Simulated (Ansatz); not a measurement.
**CH5B: single points off equilibrium**

The task here is to estimate one member of a computed series from the others.

The runs use Ansatz 0.2.0, Gaussian basis; single points in def2-TZVPP.

Cores are frozen in the correlated methods.

## The starting structure

SMILES `BC`, 7 atoms, charge 0, spin multiplicity 1.

Atoms are counted from 1 here; the program's logs count them from 0.

Bond lengths: B1–C2 1.620 Å, B1–H3 1.206 Å, B1–H4 1.215 Å, C2–H5 1.096 Å, C2–H6 1.136 Å, C2–H7 1.090 Å. Angles: C2–B1–H3 121.0°, C2–B1–H4 121.5°, H3–B1–H4 117.2°, B1–C2–H5 109.6°, B1–C2–H6 107.9°, B1–C2–H7 118.1°, H5–C2–H6 106.0°, H5–C2–H7 108.8°, H6–C2–H7 105.7°.

Coordinates:

```
B    -0.24520   -0.91440    0.02900
C     0.15120    0.65560   -0.03110
H     0.45190   -1.70900    0.60930
H    -1.30450   -1.31860   -0.40710
H     0.33640    1.02700    0.98370
H     1.14030    0.74500   -0.58260
H    -0.53140    1.33930   -0.53600
```

Set-up of the first run:

Contents of run/in.yaml:

```yaml
crystal:
  periodic: [false, false, false]
  atoms:
    - {symbol: B, position_ang: [-0.245200, -0.914400, 0.029000]}
    - {symbol: C, position_ang: [0.151200, 0.655600, -0.031100]}
    - {symbol: H, position_ang: [0.451900, -1.709000, 0.609300]}
    - {symbol: H, position_ang: [-1.304500, -1.318600, -0.407100]}
    - {symbol: H, position_ang: [0.336400, 1.027000, 0.983700]}
    - {symbol: H, position_ang: [1.140300, 0.745000, -0.582600]}
    - {symbol: H, position_ang: [-0.531400, 1.339300, -0.536000]}
basis:
  gaussian: {orbitals: def2-TZVPP}
correlation: {method: ccsd_t}
output: {forces: true}
```

The command line of these runs was not kept.

Among the steps run: CCSD(T)/def2-TZVPP; PBE0-D4/def2-TZVPP; wB97M-V/def2-TZVPP; r2SCAN-D4/def2-TZVPP; PBE-D4/def2-TZVPP; HSE06-D4/def2-TZVPP; LC-wPBE/def2-TZVPP.

One table of the session follows, with a row left open; its other results are not shown here.

```
   method  RMS force component (eV/Å)  angle to CCSD(T) forces (°)  dipole (D)
  CCSD(T)                       0.474                    reference        0.50
  PBE0-D4                           ?                            ?           ?
  wB97M-V                       0.511                          6.3        0.56
r2SCAN-D4                       0.515                         10.0        0.62
   PBE-D4                       0.502                         19.7        0.65
 HSE06-D4                       0.519                          9.8        0.59
  LC-wPBE                       0.538                          7.2        0.55
```

Estimate the missing values for PBE0-D4.

The run gave: RMS force component (eV/Å): 0.520; angle to CCSD(T) forces (°): 9.7; dipole (D): 0.59. In the column «RMS force component (eV/Å)» it lies between HSE06-D4 (0.519) and LC-wPBE (0.538).
